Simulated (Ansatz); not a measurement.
C4H5F, SMILES `CC1C=C1F`. The species carries charge 0 and has multiplicity 1.

Cartesian coordinates in Å:
```
C 0.464 1.094 0.508
C 0.426 -0.290 -0.091
C -0.775 -1.238 0.147
C -0.619 -0.724 -1.015
F -1.060 -0.599 -2.242
H 1.078 1.768 -0.096
H -0.541 1.517 0.574
H 0.893 1.073 1.514
H 1.414 -0.754 -0.175
H -1.279 -1.847 0.876
```

(1) What are the harmonic wavenumbers in cm⁻¹ at PBE0-D4/def2-TZVP (Ansatz, finite differences of forces, unscaled)? (Estimate.)

(2) Is this a minimum?

(3) Give the ideal-gas thermochemistry at 298.15 K and 1 bar (rigid rotor, harmonic oscillator; point group C1, symmetry number 1).

Answers

(1) The calculation gave: 187, 207, 355, 441, 544, 693, 750, 854, 964, 1008, 1073, 1103, 1118, 1330, 1397, 1415, 1479, 1489, 1914, 3040, 3050, 3109, 3125, 3319.

(2) Yes, all 24 modes are real.

(3) Zero-point energy 203.1 kJ/mol; H(298) − E = 219.4 kJ/mol; entropy 302.0 J/(mol·K), of which translation 162.2, rotation 106.1, vibration 33.8; G(298) − E = 129.4 kJ/mol.
